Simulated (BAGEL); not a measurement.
# HF (SMILES F) at HF/STO-3G (density fitting with qzvpp-jkfit)

What is the vertical singlet–triplet gap of HF at HF/STO-3G (density fitting with qzvpp-jkfit)? 

The results are computed with BAGEL 1.2.2.

20 further runs of the same task are left out: 20 set aside as unsound or not needed.

### Step 1. The system as given

HF: 2 atoms, total charge 0, spin state singlet. As SMILES, `F`. Geometry: relaxed at PBE0-D4/def2-TZVP.

Bond lengths: F1–H2 0.920 Å.

### Step 2. The energy at HF/STO-3G (density fitting with qzvpp-jkfit)

File hf.json:

```json
{ "bagel" : [

{
  "title" : "molecule",
  "basis" : "sto-3g",
  "df_basis" : "qzvpp-jkfit",
  "angstrom" : true,
  "geometry" : [
    { "atom" : "F", "xyz" : [   -0.390000,    0.144600,   -0.196400 ] },
    { "atom" : "H", "xyz" : [    0.390000,   -0.144600,    0.196400 ] }
  ]
},
{
  "title" : "hf"
},
{
  "title" : "print",
  "file" : "orbitals.molden",
  "orbitals" : true
}

]}
```

Command:

```bash
BAGEL_NUM_THREADS=1 BAGEL hf.json > hf.out
```

Output:

```text
* using 1 threads per process

  ===============================================================
  ===============================================================

  *** Geometry ***

  { "atom" : "F", "xyz" : [     -0.736993,      0.273254,     -0.371142 ] },
  { "atom" : "H", "xyz" : [      0.736993,     -0.273254,      0.371142 ] },

  Number of auxiliary basis functions:       95

  Since a DF basis is specified, we compute 2- and 3-index integrals:
    o Being stored without compression. Storage requirement is 0.000 GB

  Number of basis functions:        6
  Number of electrons      :       10

    * METHOD: MOLECULE                             0.01

  *** RHF ***

  === Nuclear Repulsion ===
     5.1769523111

      * DIIS with orbital gradients will be used.

  === RHF iteration (sto-3g) ===
      0        -98.52971254          0.05470448           0.00
      1        -98.57034357          0.00689634           0.00
      2        -98.57117923          0.00086639           0.00
      3        -98.57118937          0.00003632           0.00
      4        -98.57118939          0.00000127           0.00
      5        -98.57118939          0.00000001           0.00
    * SCF iteration converged.

    * Permanent dipole moment:
           (   -0.428759,     0.158971,    -0.215918) a.u.

    * METHOD: HF                                   0.02

    * METHOD: PRINT                                0.00

  ===============================================================
```

It took 0.18 s on 1 thread of Intel Xeon 6975P-C (Granite Rapids), shared host.

### Step 3. The triplet at the same level

File job.json:

```json
{ "bagel": [

{
  "title": "molecule",
  "basis": "sto-3g",
  "df_basis": "qzvpp-jkfit",
  "angstrom": true,
  "geometry": [
    { "atom": "F", "xyz": [   -0.390000,    0.144600,   -0.196400 ] },
    { "atom": "H", "xyz": [    0.390000,   -0.144600,    0.196400 ] }
  ]
},
{ "title": "uhf", "nopen": 2 },
{ "title": "print", "file": "orbitals.molden", "orbitals": true }

]}
```

Command:

```bash
BAGEL_NUM_THREADS=1 BAGEL job.json > job.out
```

Output:

```text
* using 1 threads per process

  ===============================================================
  ===============================================================

  *** Geometry ***

  { "atom" : "F", "xyz" : [     -0.736993,      0.273254,     -0.371142 ] },
  { "atom" : "H", "xyz" : [      0.736993,     -0.273254,      0.371142 ] },

  Number of auxiliary basis functions:       95

  Since a DF basis is specified, we compute 2- and 3-index integrals:
    o Being stored without compression. Storage requirement is 0.000 GB

  Number of basis functions:        6
  Number of electrons      :       10

    * METHOD: MOLECULE                             0.01

  *** Open-shell HF ***

  === Nuclear Repulsion ===
     5.1769523111

      * DIIS with orbital gradients will be used.

  === UHF iteration (sto-3g) ===
      0        -98.16371181          0.01810258           0.00
      1        -98.16568718          0.00650584           0.00
      2        -98.16594654          0.00234600           0.00
      3        -98.16598596          0.00002191           0.00
      4        -98.16598596          0.00000079           0.00
      5        -98.16598596          0.00000002           0.00
      6        -98.16598596          0.00000000           0.00
    * SCF iteration converged.

    * S^2 (UHF) is 2.0000

    * Permanent dipole moment:
           (    0.398010,    -0.147570,     0.200434) a.u.

    * METHOD: UHF                                  0.02

    * METHOD: PRINT                                0.00

  ===============================================================
```

It took 0.18 s on 1 thread of Intel Xeon 6975P-C (Granite Rapids), shared host.

### Step 4. Outcome

Level: HF/STO-3G (density fitting with qzvpp-jkfit).

| quantity | value |
| --- | --- |
| singlet: total energy | -98.57119 Eh |
| singlet: dipole moment | 1.29 D |
| singlet: HOMO energy | -12.63 eV |
| singlet: LUMO energy | 17.03 eV |
| singlet: HOMO–LUMO gap | 29.66 eV |
| triplet: total energy | -98.16599 Eh |
| triplet: dipole moment | 1.19 D |
| triplet: ⟨S²⟩ | 2.000 |
| vertical energy of the triplet above the singlet | 11.026 eV |

**Reading.** At this shape the triplet lies 11.03 eV (1064 kJ/mol) above the singlet. In a minimal basis such a difference can be off by several eV, whatever the method.
